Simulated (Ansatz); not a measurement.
The first iterations of a band of CH5N (7 atoms, charge 0, multiplicity 1).

Computed with RKS CAM-B3LYP-D4/def2-mTZVP (Ansatz).

```json
{"movable images": "6", "climbing image": "no", "spring": "5.0 eV/Å²", "optimiser": "quadratic models (default)", "start path": "through a guess of the saddle point", "force threshold": "0.05 eV/Å", "iteration limit": "60", "end points": "relaxed"}
```

Image 0:

```xyz
7
Properties=species:S:1:pos:R:3
C -0.477 -0.139 -0.283
N 0.803 0.391 0.173
H -0.986 -0.805 0.426
H -0.329 -0.690 -1.212
H -1.151 0.687 -0.507
H 1.452 -0.362 0.372
H 0.687 0.918 1.031
```

Image 7:

```xyz
7
Properties=species:S:1:pos:R:3
C -0.866 -0.442 -0.144
N 0.584 0.092 -0.058
H -1.143 -0.619 0.901
H 0.894 0.292 -1.005
H -1.445 0.423 -0.484
H 1.171 -0.668 0.272
H 0.804 0.922 0.518
```

| iteration | highest image above the first end (eV) | largest band force component (eV/Å) |
| --- | --- | --- |
| 1 | 4.050 | 2.547 |
| 2 | 3.843 | 1.145 |

**Question.** Does the band converge within its limit, and where does its top end?

**Answer.** The run converged. It ended after 7 iterations with the highest image 3.734 eV above the first end. Neighbouring images differ by up to 1.6 eV, so the band resolves the path poorly. No image climbed, so the highest image needn't sit at the top of the path. The orbitals stay closed-shell, which can raise the energy where a bond breaks towards radicals; this wasn't checked here.

Time of the run: 40 s on 1 thread of Intel(R) Xeon(R) Platinum 8488C (Sapphire Rapids), on a shared host, peak memory 0.12 GiB.
